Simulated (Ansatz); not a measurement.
Born–Oppenheimer molecular dynamics of C$_{4}$H$_{6}$S (11 atoms, charge 0, multiplicity 1). It goes on from the last frame of an earlier run, with new velocities.

These are results of Ansatz 0.2.0, RKS r2SCANh-D4/STO-3G, not measurements.

```yaml
ensemble: NVT, Nosé–Hoover chain
time_step: 0.5 fs
steps_asked: 150
set_temperature: 1000 K
thermostat: time constant 300 fs, chain length 3
seed: 958542
```

Frames 1 fs apart, positions in Å.

Velocities at 15 fs (Å/ps):

```
C -3.98 -1.32 -4.17
C 0.53 0.35 -2.66
C 2.10 -6.39 -7.28
C 2.71 5.42 8.44
S 1.98 -1.79 3.60
H -0.58 18.84 13.54
H -20.55 12.70 1.55
H 0.00 12.66 16.99
H 27.34 10.61 -60.53
H -59.28 6.19 -28.61
H -25.95 18.97 10.15
```

```xyz
11
Properties=species:S:1:pos:R:3 time_fs=15 energy_less_start_eV=0.372 T=683
C -0.578 1.782 -0.587
C -0.029 0.738 -0.014
C -0.028 -0.762 -0.394
C 0.547 -1.255 0.939
S 0.672 0.539 1.542
H -0.512 2.810 -0.294
H -1.138 1.715 -1.535
H -1.046 -1.033 -0.633
H 0.533 -0.915 -1.387
H 1.552 -1.706 0.676
H -0.076 -1.966 1.487
11
Properties=species:S:1:pos:R:3 time_fs=16 energy_less_start_eV=0.490 T=583
C -0.582 1.781 -0.592
C -0.029 0.738 -0.017
C -0.026 -0.768 -0.403
C 0.551 -1.250 0.947
S 0.674 0.537 1.546
H -0.512 2.830 -0.276
H -1.156 1.725 -1.532
H -1.050 -1.025 -0.616
H 0.558 -0.906 -1.437
H 1.491 -1.699 0.653
H -0.102 -1.947 1.499
11
Properties=species:S:1:pos:R:3 time_fs=17 energy_less_start_eV=0.640 T=457
C -0.588 1.782 -0.599
C -0.028 0.737 -0.021
C -0.024 -0.772 -0.414
C 0.554 -1.243 0.955
S 0.677 0.534 1.550
H -0.510 2.847 -0.252
H -1.170 1.731 -1.528
H -1.063 -1.024 -0.599
H 0.574 -0.898 -1.458
H 1.438 -1.698 0.639
H -0.126 -1.925 1.512
11
Properties=species:S:1:pos:R:3 time_fs=18 energy_less_start_eV=0.635 T=462
C -0.593 1.784 -0.606
C -0.029 0.735 -0.025
C -0.022 -0.774 -0.427
C 0.556 -1.236 0.962
S 0.679 0.531 1.555
H -0.509 2.851 -0.226
H -1.180 1.732 -1.523
H -1.081 -1.032 -0.584
H 0.579 -0.894 -1.449
H 1.412 -1.709 0.633
H -0.144 -1.899 1.524
11
Properties=species:S:1:pos:R:3 time_fs=19 energy_less_start_eV=0.449 T=618
C -0.599 1.789 -0.613
C -0.029 0.733 -0.029
C -0.021 -0.774 -0.443
C 0.557 -1.227 0.968
S 0.682 0.528 1.560
H -0.508 2.839 -0.200
H -1.187 1.730 -1.521
H -1.098 -1.046 -0.572
H 0.572 -0.894 -1.412
H 1.417 -1.737 0.633
H -0.156 -1.869 1.533
11
Properties=species:S:1:pos:R:3 time_fs=20 energy_less_start_eV=0.325 T=722
C -0.604 1.795 -0.620
C -0.030 0.731 -0.034
C -0.020 -0.773 -0.458
C 0.555 -1.218 0.973
S 0.686 0.524 1.565
H -0.509 2.813 -0.178
H -1.193 1.724 -1.523
H -1.106 -1.064 -0.564
H 0.560 -0.900 -1.361
H 1.443 -1.774 0.644
H -0.162 -1.837 1.541
11
Properties=species:S:1:pos:R:3 time_fs=21 energy_less_start_eV=0.409 T=653
C -0.609 1.802 -0.625
C -0.032 0.729 -0.040
C -0.023 -0.770 -0.471
C 0.554 -1.208 0.976
S 0.689 0.521 1.570
H -0.513 2.780 -0.158
H -1.198 1.718 -1.531
H -1.103 -1.085 -0.560
H 0.553 -0.914 -1.313
H 1.476 -1.813 0.668
H -0.164 -1.804 1.548
11
Properties=species:S:1:pos:R:3 time_fs=22 energy_less_start_eV=0.483 T=593
C -0.614 1.808 -0.630
C -0.035 0.728 -0.047
C -0.028 -0.766 -0.480
C 0.553 -1.200 0.977
S 0.693 0.517 1.575
H -0.519 2.748 -0.138
H -1.203 1.712 -1.542
H -1.088 -1.107 -0.562
H 0.563 -0.939 -1.289
H 1.502 -1.843 0.710
H -0.165 -1.775 1.556
11
Properties=species:S:1:pos:R:3 time_fs=23 energy_less_start_eV=0.372 T=686
C -0.617 1.813 -0.635
C -0.038 0.728 -0.054
C -0.036 -0.760 -0.484
C 0.554 -1.193 0.975
S 0.696 0.513 1.580
H -0.527 2.728 -0.116
H -1.205 1.707 -1.554
H -1.066 -1.131 -0.571
H 0.595 -0.975 -1.295
H 1.513 -1.859 0.766
H -0.168 -1.750 1.566
11
Properties=species:S:1:pos:R:3 time_fs=24 energy_less_start_eV=0.253 T=786
C -0.620 1.815 -0.639
C -0.042 0.728 -0.062
C -0.046 -0.754 -0.485
C 0.557 -1.188 0.971
S 0.700 0.509 1.584
H -0.538 2.723 -0.091
H -1.204 1.706 -1.565
H -1.042 -1.157 -0.587
H 0.637 -1.017 -1.318
H 1.506 -1.858 0.835
H -0.173 -1.732 1.578
11
Properties=species:S:1:pos:R:3 time_fs=25 energy_less_start_eV=0.270 T=773
C -0.622 1.815 -0.643
C -0.047 0.729 -0.070
C -0.054 -0.747 -0.483
C 0.560 -1.184 0.964
S 0.704 0.506 1.589
H -0.552 2.732 -0.065
H -1.199 1.708 -1.574
H -1.026 -1.186 -0.608
H 0.675 -1.058 -1.339
H 1.483 -1.842 0.909
H -0.180 -1.717 1.589
11
Properties=species:S:1:pos:R:3 time_fs=26 energy_less_start_eV=0.397 T=665
C -0.624 1.813 -0.646
C -0.052 0.732 -0.077
C -0.059 -0.741 -0.481
C 0.563 -1.182 0.957
S 0.708 0.503 1.592
H -0.569 2.746 -0.044
H -1.191 1.715 -1.580
H -1.019 -1.218 -0.636
H 0.699 -1.092 -1.347
H 1.453 -1.816 0.985
H -0.186 -1.705 1.597
```

Of the whole run (75 fs, mean temperature of the second half 582 K): The conserved energy stayed within 0.84 meV per atom of its start (net change 0.47 meV per atom), so the integration is sound. The mean temperature of the second half is 42 % below the set value. A run of 0.075 ps of so small a system gives no equilibrium averages. Limits of this set-up: minimal basis.

Time of the run: 8.8 min on 1 thread of Arm Neoverse V1 (shared host), peak memory 0.12 GiB.
